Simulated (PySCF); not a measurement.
C2H4O2, SMILES O=COC. The structure is a stationary point at ωB97X-D3(BJ)/def2-SVP. The values are those of a single conformer.

Task: Give the equilibrium geometry at ωB97X-D3(BJ)/def2-SVP (PySCF confirms it by a frequency run) as a Z-matrix, and its point group. (An estimate is asked for; the answer gives what the named calculation found.)

Result: This is not unique; one that fits is point group Cs.
```
O
C 1 1.3351
O 2 1.1994 1 125.33
H 2 1.1102 3 125.22 1 -180.00
C 1 1.4276 2 115.63 4 180.00
H 5 1.0968 1 106.25 2 180.00
H 5 1.1005 6 110.36 1 119.99
H 5 1.1005 6 110.36 7 120.01
```
Charge 0, spin multiplicity 1.
